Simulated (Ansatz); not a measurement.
Cs₂AgBiBr₆ (Fm-3m, No. 225) was calculated with r²SCAN in Ansatz (PAW).

Run with plane-wave cutoff 560 eV, 6×6×6 k mesh, Fermi–Dirac smearing 0.01 eV, no spin polarisation, scalar-relativistic PAW data made under PBE.

Cell (relaxed at this level):

```
CELL_PARAMETERS angstrom
      0.00000     5.67180     5.67180
      5.67180     0.00000     5.67180
      5.67180     5.67180     0.00000
ATOMIC_POSITIONS crystal
  Bi 0.00000 0.00000 0.00000
  Cs 0.75000 0.75000 0.75000
  Cs 0.25000 0.25000 0.25000
  Ag 0.50000 0.50000 0.50000
  Br 0.74813 0.74813 0.25187
  Br 0.25187 0.25187 0.74813
  Br 0.74813 0.25187 0.25187
  Br 0.25187 0.74813 0.74813
  Br 0.74813 0.25187 0.74813
  Br 0.25187 0.74813 0.25187
```

Question: Estimate the band gap, direct gap at Γ and bulk modulus B0 that the calculation returns.

Answer: 
* **band gap**: 1.67 eV (on the SCF k mesh)
* **direct gap at Γ**: 3.31 eV
* **bulk modulus B0**: 24.8 GPa

Note: the bulk modulus is −V dP/dV from two relaxed cells at ±2 % in volume.

Spin–orbit coupling is not included; with these elements it can move the gap by several tenths of an eV or more.

Computed values are for the static lattice.

Computing time: around 6 core-minutes (rough).

Ansatz is a first-principles code.
